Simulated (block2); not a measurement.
# CHFO (formyl fluoride) at DMRG/ANO-RCC-MB

Aim: the vertical singlet–triplet gap of CHFO (formyl fluoride) at DMRG/ANO-RCC-MB, from 2 runs. 

The calculation is run with block2 0.5.4.

3 further runs of the same task are left out: 2 that didn't finish, 1 set aside as unsound or not needed.

### 1 The molecule

CHFO: 4 atoms, total charge 0, spin state singlet. SMILES: `O=CF`. The shape is that of a GFN2-xTB optimisation.

Bond lengths: O1–C2 1.171 Å, C2–F3 1.341 Å, C2–H4 1.098 Å. Angles: O1–C2–F3 122.3°, O1–C2–H4 129.0°, F3–C2–H4 108.7°.

### 2 A single-point energy at DMRG/ANO-RCC-MB

Input file mol.xyz:

```xyz
4
CHFO
O     -0.889680     0.196020     0.829980
C     -0.049740     0.073340     0.022930
F      0.584370    -1.090860    -0.181350
H      0.355050     0.821510    -0.671560
```

Input file job.py:

```python
from pyscf import cc, dft, gto, mp, scf
from pyblock2._pyscf.ao2mo import integrals as itg
from pyblock2.driver.core import DMRGDriver, SymmetryTypes

mol = gto.M(atom="mol.xyz", basis="ano-rcc-mb", charge=0, verbose=3)
print("basis functions                = %d" % (mol.nao))
mf = scf.UHF(mol)
mf.conv_tol = 1e-10
mf.max_cycle = 200
mf.kernel()
if not mf.converged:
    mf = mf.newton().run(mf.mo_coeff, mf.mo_occ)
# follow internal instabilities down to a minimum
for _ in range(5):
    mo, _, ok, _ = mf.stability(return_status=True)
    if ok:
        break
    mf.kernel(mf.make_rdm1(mo, mf.mo_occ))
print("E(SCF)                         = %.10f" % (mf.e_tot))
print("<S^2> of the reference         = %.4f" % (mf.spin_square()[0]))
# MP2, CCSD and CCSD(T) with the same frozen core
ref = mf
pt = mp.MP2(ref, frozen=3).run()
mycc = cc.CCSD(ref, frozen=3)
mycc.max_cycle = 150
mycc.kernel()
print(f"MP2 total energy               = {pt.e_tot:.10f}")
if mycc.converged:
    print("E(CCSD)                        = %.10f" % (mycc.e_tot))
    print(f"E(CCSD(T))                     = {mycc.e_tot + mycc.ccsd_t():.10f}")
# a few density functionals on the same geometry and basis
ks = dft.UKS(mol, xc="m062x").set(conv_tol=1e-9, verbose=3).run(mf.make_rdm1())
if ks.converged:
    print("E(M06-2X)                      = %.8f" % (ks.e_tot))
ks = dft.UKS(mol, xc="camb3lyp").set(conv_tol=1e-9, verbose=3).run(mf.make_rdm1())
if ks.converged:
    print(f"E(CAM-B3LYP)                   = {ks.e_tot:.8f}")
ks = dft.UKS(mol, xc="lda,vwn5").set(conv_tol=1e-9, verbose=3).run(mf.make_rdm1())
if ks.converged:
    print("E(SVWN5)                       = %.8f" % (ks.e_tot))
ks = dft.UKS(mol, xc="m06l").set(conv_tol=1e-9, verbose=3).run(mf.make_rdm1())
if ks.converged:
    print("E(M06-L)                       = %.8f" % (ks.e_tot))
ncas, n_elec, spin, ecore, h1e, g2e, orb_sym = itg.get_uhf_integrals(mf, ncore=3, ncas=13, pg_symm=False, g2e_symm=8)
dmrg = DMRGDriver(scratch="./tmp", symm_type=SymmetryTypes.SZ, stack_mem=1500 << 20, n_threads=1)
dmrg.initialize_system(n_sites=ncas, n_elec=n_elec, spin=spin, orb_sym=orb_sym)
mpo = dmrg.get_qc_mpo(h1e=h1e, g2e=g2e, ecore=ecore, iprint=0)
psi = dmrg.get_random_mps(tag="GS", bond_dim=37, nroots=1)
bond_dims = [37] * 2 + [75] * 2 + [150] * 2
noises = [0.0001] * 2 + [0.0001] * 2 + [1e-05] * 2 + [0]
thrds = [1e-08] * 6
e = dmrg.dmrg(mpo, psi, n_sweeps=12, tol=1e-06, bond_dims=bond_dims, noises=noises, thrds=thrds, iprint=1)
ms, dws, es = dmrg.get_dmrg_results()
print("max discarded weight           = %.3e" % (dws[-1]))
print(f"total energy                   = {e:.10f}")
```

Run with:

```console
$ python job.py
```

Output:

```text
basis functions                = 16
converged SCF energy = -212.518166041699  <S^2> = 1.7763568e-15  2S+1 = 1
<class 'pyscf.scf.uhf.UHF'> wavefunction is stable in the internal stability analysis
E(SCF)                         = -212.5181660417
<S^2> of the reference         = 0.0000
E(UMP2) = -212.636801020969  E_corr = -0.118634979270631
E(SCS-UMP2) = -212.639115361688  E_corr = -0.120949319988979
E(UCCSD) = -212.6563941870635  E_corr = -0.1382281453648615
MP2 total energy               = -212.6368010210
E(CCSD)                        = -212.6563941871
UCCSD(T) correction = -0.00525674163426426
E(CCSD(T))                     = -212.6616509287
converged SCF energy = -213.496499047793  <S^2> = -7.1054274e-15  2S+1 = 1
E(M06-2X)                      = -213.49649905
converged SCF energy = -213.506438802357  <S^2> = -1.7763568e-15  2S+1 = 1
E(CAM-B3LYP)                   = -213.50643880
converged SCF energy = -212.059555227537  <S^2> = -1.7763568e-15  2S+1 = 1
E(SVWN5)                       = -212.05955523
converged SCF energy = -213.53844676664  <S^2> = 0  2S+1 = 1
E(M06-L)                       = -213.53844677

Sweep =    0 | Direction =  forward | Bond dimension =   37 | Noise =  1.00e-04 | Dav threshold =  1.00e-08
Time elapsed =      3.428 | E =    -212.6004229864 | DW = 1.65223e-04

Sweep =    1 | Direction = backward | Bond dimension =   37 | Noise =  1.00e-04 | Dav threshold =  1.00e-08
Time elapsed =      5.378 | E =    -212.6476520182 | DE = -4.72e-02 | DW = 5.48495e-04

Sweep =    2 | Direction =  forward | Bond dimension =   75 | Noise =  1.00e-04 | Dav threshold =  1.00e-08
Time elapsed =      8.387 | E =    -212.6559874137 | DE = -8.34e-03 | DW = 8.92928e-05

Sweep =    3 | Direction = backward | Bond dimension =   75 | Noise =  1.00e-04 | Dav threshold =  1.00e-08
Time elapsed =     12.161 | E =    -212.6582911391 | DE = -2.30e-03 | DW = 1.24715e-04

Sweep =    4 | Direction =  forward | Bond dimension =  150 | Noise =  1.00e-05 | Dav threshold =  1.00e-08
Time elapsed =     17.788 | E =    -212.6598339471 | DE = -1.54e-03 | DW = 8.21836e-06

Sweep =    5 | Direction = backward | Bond dimension =  150 | Noise =  1.00e-05 | Dav threshold =  1.00e-08
Time elapsed =     26.094 | E =    -212.6610712743 | DE = -1.24e-03 | DW = 6.49180e-05

Sweep =    6 | Direction =  forward | Bond dimension =  150 | Noise =  0.00e+00 | Dav threshold =  1.00e-07
Time elapsed =     33.560 | E =    -212.6615125606 | DE = -4.41e-04 | DW = 8.59317e-05

Sweep =    7 | Direction = backward | Bond dimension =  150 | Noise =  0.00e+00 | Dav threshold =  1.00e-07
Time elapsed =     41.341 | E =    -212.6615756012 | DE = -6.30e-05 | DW = 8.81373e-05

Sweep =    8 | Direction =  forward | Bond dimension =  150 | Noise =  0.00e+00 | Dav threshold =  1.00e-07
Time elapsed =     49.058 | E =    -212.6617641965 | DE = -1.89e-04 | DW = 8.90290e-05

Sweep =    9 | Direction = backward | Bond dimension =  150 | Noise =  0.00e+00 | Dav threshold =  1.00e-07
Time elapsed =     56.932 | E =    -212.6617713449 | DE = -7.15e-06 | DW = 8.90758e-05

Sweep =   10 | Direction =  forward | Bond dimension =  150 | Noise =  0.00e+00 | Dav threshold =  1.00e-07
Time elapsed =     64.736 | E =    -212.6617903366 | DE = -1.90e-05 | DW = 8.97223e-05

Sweep =   11 | Direction = backward | Bond dimension =  150 | Noise =  0.00e+00 | Dav threshold =  1.00e-07
Time elapsed =     72.809 | E =    -212.6617910161 | DE = -6.80e-07 | DW = 8.94699e-05

max discarded weight           = 8.947e-05
total energy                   = -212.6617910161
```

Wall time 1.8 min (1 thread of Intel Xeon at 2.50GHz (Skylake/Cascade Lake), shared host); peak memory 0.42 GiB.

### 3 The triplet: the energy at DMRG/ANO-RCC-MB

Input file run_dmrg.py:

```python
import numpy as np
from pyscf import cc, dft, gto, mcscf, mp, scf
from pyblock2._pyscf.ao2mo import integrals as itg
from pyblock2.driver.core import DMRGDriver, SymmetryTypes

mol = gto.M(atom="""
O     -0.889680     0.196020     0.829980
C     -0.049740     0.073340     0.022930
F      0.584370    -1.090860    -0.181350
H      0.355050     0.821510    -0.671560
""", basis="ano-rcc-mb", charge=0, spin=2, verbose=3)
print("basis functions                = %d" % (mol.nao))
mf = scf.ROHF(mol)
mf.conv_tol = 1e-10
mf.max_cycle = 200
mf.kernel()
if not mf.converged:
    mf = mf.newton().run(mf.mo_coeff, mf.mo_occ)
print("E(SCF)                         = %.10f" % (mf.e_tot))
# MP2, CCSD and CCSD(T) with the same frozen core
ref = scf.UHF(mol).run(mf.make_rdm1(), conv_tol=1e-10)
pt = mp.MP2(ref, frozen=3).run()
mycc = cc.CCSD(ref, frozen=3)
mycc.max_cycle = 150
mycc.kernel()
print(f"E(MP2)                         = {pt.e_tot:.10f}")
if mycc.converged:
    print(f"E(CCSD)                        = {mycc.e_tot:.10f}")
    print("E(CCSD(T))                     = %.10f" % (mycc.e_tot + mycc.ccsd_t()))
# a few density functionals on the same geometry and basis
ks = dft.UKS(mol, xc="m062x").set(conv_tol=1e-9, verbose=3).run(mf.make_rdm1())
if ks.converged:
    print(f"E(M06-2X)                      = {ks.e_tot:.8f}")
ks = dft.UKS(mol, xc="camb3lyp").set(conv_tol=1e-9, verbose=3).run(mf.make_rdm1())
if ks.converged:
    print("E(CAM-B3LYP)                   = %.8f" % (ks.e_tot))
ks = dft.UKS(mol, xc="lda,vwn5").set(conv_tol=1e-9, verbose=3).run(mf.make_rdm1())
if ks.converged:
    print(f"E(SVWN5)                       = {ks.e_tot:.8f}")
ks = dft.UKS(mol, xc="m06l").set(conv_tol=1e-9, verbose=3).run(mf.make_rdm1())
if ks.converged:
    print(f"E(M06-L)                       = {ks.e_tot:.8f}")
# natural orbitals of MP2 give a compact matrix product state
occ_no, mo = mcscf.addons.make_natural_orbitals(mp.MP2(mf.to_uhf(), frozen=3).run())
mf.mo_coeff = mo
ncas, n_elec, spin, ecore, h1e, g2e, orb_sym = itg.get_rhf_integrals(mf, ncore=3, ncas=13, pg_symm=False, g2e_symm=1)
dmrg = DMRGDriver(scratch="./tmp", symm_type=SymmetryTypes.SU2, stack_mem=1500 << 20, n_threads=1)
# order the orbitals along the chain
idx = dmrg.orbital_reordering(h1e, g2e, method="fiedler")
print("orbital order:", idx.tolist())
h1e = h1e[np.ix_(idx, idx)]
g2e = g2e[np.ix_(idx, idx, idx, idx)]
orb_sym = np.array(orb_sym)[idx]
dmrg.initialize_system(n_sites=ncas, n_elec=n_elec, spin=spin, orb_sym=orb_sym)
mpo = dmrg.get_qc_mpo(h1e=h1e, g2e=g2e, ecore=ecore, iprint=1)
occs = np.array([1.7] * 8 + [1.0] * 2 + [0.3] * 3)[idx]
psi = dmrg.get_random_mps(tag="GS", bond_dim=25, nroots=1, occs=occs)
bond_dims = [25] * 4 + [50] * 2 + [100] * 3
noises = [0.0001] * 4 + [0.0001] * 2 + [1e-05] * 3 + [0]
thrds = [1e-09] * 9
e = dmrg.dmrg(mpo, psi, n_sweeps=15, tol=1e-06, bond_dims=bond_dims, noises=noises, thrds=thrds, iprint=2)
ms, dws, es = dmrg.get_dmrg_results()
print("max discarded weight           = %.3e" % (dws[-1]))
print(f"E(final)                       = {e:.10f}")
# exact diagonalisation in the same space
ci = mcscf.CASCI(mf, 13, (10, 8))
ci.fix_spin_(ss=2)
ci.fcisolver.conv_tol = 1e-10
ci.fcisolver.max_cycle = 200
ci.kernel()
print(f"E(FCI)                         = {ci.e_tot:.10f}")
```

Run with:

```console
$ python run_dmrg.py
```

Output:

```text
basis functions                = 16
converged SCF energy = -212.381660253907
E(SCF)                         = -212.3816602539
converged SCF energy = -212.384123724612  <S^2> = 2.0054034  2S+1 = 3.0036001
E(UMP2) = -212.446446623871  E_corr = -0.0623228992592396
E(SCS-UMP2) = -212.449148212339  E_corr = -0.065024487727077
E(UCCSD) = -212.4695150783901  E_corr = -0.08539135377845251
E(MP2)                         = -212.4464466239
E(CCSD)                        = -212.4695150784
UCCSD(T) correction = -0.00182205656791725
E(CCSD(T))                     = -212.4713371350
converged SCF energy = -213.316295643823  <S^2> = 2.0013423  2S+1 = 3.0008947
E(M06-2X)                      = -213.31629564
converged SCF energy = -213.331417573232  <S^2> = 2.0021787  2S+1 = 3.0014521
E(CAM-B3LYP)                   = -213.33141757

WARN: HOMO -0.159616827980124 >= LUMO -0.344331286816274

WARN: HOMO -0.0708807222932744 >= LUMO -0.25063084458723

WARN: HOMO -0.129930405320673 >= LUMO -0.342024499714939

WARN: HOMO -0.147474041054081 >= LUMO -0.33773942005136

WARN: HOMO -0.146979800814846 >= LUMO -0.345554672139436

WARN: HOMO -0.146079509668776 >= LUMO -0.344821095966158

WARN: HOMO -0.146579328983155 >= LUMO -0.345279238432711

WARN: HOMO -0.146571095060688 >= LUMO -0.345279089132051

WARN: HOMO -0.14656851518157 >= LUMO -0.345276232369085

WARN: HOMO -0.14656814781481 >= LUMO -0.345275318997982

converged SCF energy = -211.867430965106  <S^2> = 2.0005458  2S+1 = 3.0003638
E(SVWN5)                       = -211.86743097

WARN: HOMO -0.169868758400445 >= LUMO -0.309822791694452

WARN: HOMO -0.144711254353989 >= LUMO -0.309399099135628

WARN: HOMO -0.158516709459995 >= LUMO -0.31996064450568

WARN: HOMO -0.158933725741508 >= LUMO -0.317818149920613

WARN: HOMO -0.158935759895988 >= LUMO -0.318747641863846

WARN: HOMO -0.158715959645407 >= LUMO -0.31862205484405

WARN: HOMO -0.158757231698325 >= LUMO -0.318636063654476

[... 10 lines left out ...]
integral cutoff error =  0.0
[... 47 lines left out ...]
 --> Site =   11-  12 .. Mmps =   16 Ndav =   5 E =   -212.4310202232 Error = 1.45e-20 FLOPS = 1.01e+08 Tdav = 0.00 T = 0.01
[... 20 lines left out ...]
 <-- Site =    0-   1 .. Mmps =   25 Ndav =   1 E =   -212.4581393320 Error = 2.66e-19 FLOPS = 8.97e+06 Tdav = 0.00 T = 0.03
[... 20 lines left out ...]
 --> Site =   11-  12 .. Mmps =   14 Ndav =   1 E =   -212.4624945734 Error = 1.18e-20 FLOPS = 3.11e+07 Tdav = 0.00 T = 0.01
[... 20 lines left out ...]
 <-- Site =    0-   1 .. Mmps =   25 Ndav =   1 E =   -212.4669219326 Error = 1.68e-19 FLOPS = 3.94e+07 Tdav = 0.00 T = 0.03
[... 20 lines left out ...]
 --> Site =   11-  12 .. Mmps =   16 Ndav =   1 E =   -212.4701523429 Error = 3.87e-22 FLOPS = 1.41e+08 Tdav = 0.00 T = 0.02
[... 20 lines left out ...]
 <-- Site =    0-   1 .. Mmps =   32 Ndav =   1 E =   -212.4707920566 Error = 1.71e-20 FLOPS = 1.23e+08 Tdav = 0.00 T = 0.03
[... 20 lines left out ...]
 --> Site =   11-  12 .. Mmps =   13 Ndav =   1 E =   -212.4715135115 Error = 2.17e-21 FLOPS = 2.09e+08 Tdav = 0.00 T = 0.02
[... 20 lines left out ...]
 <-- Site =    0-   1 .. Mmps =   31 Ndav =   1 E =   -212.4717584380 Error = 1.62e-20 FLOPS = 2.29e+08 Tdav = 0.00 T = 0.06
[... 20 lines left out ...]
 --> Site =   11-  12 .. Mmps =   18 Ndav =   1 E =   -212.4717739516 Error = 6.30e-22 FLOPS = 1.88e+08 Tdav = 0.00 T = 0.02
[... 15 lines left out ...]
 <-- Site =    5-   6 .. Mmps =  100 Ndav =   4 E =   -212.4718000514 Error = 7.27e-06 FLOPS = 5.63e+09 Tdav = 0.12 T = 1.02
 <-- Site =    4-   5 .. Mmps =  100 Ndav =   3 E =   -212.4717810667 Error = 1.05e-06 FLOPS = 5.20e+09 Tdav = 0.08 T = 0.37
 <-- Site =    3-   4 .. Mmps =  100 Ndav =   4 E =   -212.4718046202 Error = 6.90e-06 FLOPS = 3.30e+09 Tdav = 0.07 T = 0.25
 <-- Site =    2-   3 .. Mmps =   83 Ndav =   2 E =   -212.4717783202 Error = 7.39e-20 FLOPS = 1.41e+09 Tdav = 0.01 T = 0.12
 <-- Site =    1-   2 .. Mmps =   41 Ndav =   1 E =   -212.4717783202 Error = 8.96e-20 FLOPS = 5.18e+08 Tdav = 0.00 T = 0.07
 <-- Site =    0-   1 .. Mmps =   13 Ndav =   1 E =   -212.4717783202 Error = 6.66e-21 FLOPS = 9.09e+07 Tdav = 0.00 T = 0.03
[... 8 lines left out ...]
Sweep =   10 | Direction =  forward | Bond dimension =  100 | Noise =  0.00e+00 | Dav threshold =  1.00e-07
 --> Site =    0-   1 .. Mmps =    4 Ndav =   1 E =   -212.4717783202 Error = 0.00e+00 FLOPS = 6.19e+07 Tdav = 0.00 T = 0.03
 --> Site =    1-   2 .. Mmps =   16 Ndav =   1 E =   -212.4717783202 Error = 0.00e+00 FLOPS = 3.95e+08 Tdav = 0.00 T = 0.07
 --> Site =    2-   3 .. Mmps =   63 Ndav =   1 E =   -212.4717783202 Error = 0.00e+00 FLOPS = 1.20e+09 Tdav = 0.01 T = 0.11
 --> Site =    3-   4 .. Mmps =  100 Ndav =   4 E =   -212.4718046227 Error = 6.89e-06 FLOPS = 3.74e+09 Tdav = 0.06 T = 0.27
 --> Site =    4-   5 .. Mmps =  100 Ndav =   3 E =   -212.4717821225 Error = 1.09e-06 FLOPS = 5.02e+09 Tdav = 0.08 T = 0.39
 --> Site =    5-   6 .. Mmps =  100 Ndav =   4 E =   -212.4718049744 Error = 7.52e-06 FLOPS = 5.57e+09 Tdav = 0.12 T = 1.05
 --> Site =    6-   7 .. Mmps =  100 Ndav =   3 E =   -212.4717862807 Error = 1.73e-06 FLOPS = 5.38e+09 Tdav = 0.10 T = 0.94
 --> Site =    7-   8 .. Mmps =  100 Ndav =   2 E =   -212.4717798233 Error = 2.08e-08 FLOPS = 4.07e+09 Tdav = 0.03 T = 0.27
 --> Site =    8-   9 .. Mmps =   80 Ndav =   1 E =   -212.4717797011 Error = 5.33e-20 FLOPS = 2.25e+09 Tdav = 0.01 T = 0.18
 --> Site =    9-  10 .. Mmps =   42 Ndav =   1 E =   -212.4717797011 Error = 2.64e-20 FLOPS = 1.02e+09 Tdav = 0.00 T = 0.09
 --> Site =   10-  11 .. Mmps =   15 Ndav =   1 E =   -212.4717797011 Error = 1.99e-20 FLOPS = 2.47e+08 Tdav = 0.00 T = 0.03
 --> Site =   11-  12 .. Mmps =    6 Ndav =   1 E =   -212.4717797011 Error = 3.24e-21 FLOPS = 1.43e+07 Tdav = 0.00 T = 0.01
Time elapsed =     26.766 | E =    -212.4718049744 | DE = -3.54e-07 | DW = 7.52432e-06
Time sweep =        3.446 | 1.87 GFLOP/SWP
 | Dmem = 1.96 MB (8%) | Imem = 102 KB (97%) | Hmem = 44.8 MB | Wmem = 86.2 KB | Pmem = 0 B
 | Tread = 0.046 | Twrite = 0.034 | Tfpread = 0.043 | Tfpwrite = 0.028 | Tmporead = 0.000
 | data = 8.45 MB | cpsd = 6.51 MB | Tasync = 0.000
 | Trot = 0.079 | Tctr = 0.002 | Tint = 0.002 | Tmid = 0.000 | Tdctr = 0.026 | Tdiag = 0.031 | Tinfo = 0.023
 | Teff = 2.748 | Tprt = 0.000 | Teig = 0.417 | Tblk = 3.297 | Tmve = 0.146 | Tdm = 0.001 | Tsplt = 0.016 | Tsvd = 0.000 | Torth = 0.000

max discarded weight           = 7.524e-06
E(final)                       = -212.4718049744
CASCI E = -212.471926306326  E(CI) = -82.8645719655152  S^2 = 2.0000000
E(FCI)                         = -212.4719263063
```

Run time: 87 s. Hardware: 1 thread of Intel Xeon at 2.50GHz (Skylake/Cascade Lake), shared host; peak memory 0.36 GiB.

### 4 Results

At DMRG/ANO-RCC-MB, 3 core orbitals frozen:

| quantity | value |
| --- | --- |
| run 1, DMRG/ANO-RCC-MB: total energy | -212.66179 Eh |
| triplet: total energy | -212.47180 Eh |
| vertical energy of the triplet above the singlet | 5.170 eV |

**Reading.** At this shape the triplet lies 5.17 eV (499 kJ/mol) above the singlet. In a minimal basis such a difference can be off by several eV, whatever the method. The basis (run 1, DMRG/ANO-RCC-MB) was made for a relativistic Hamiltonian, but the run is non-relativistic. The basis (triplet) was made for a relativistic Hamiltonian, but the run is non-relativistic.
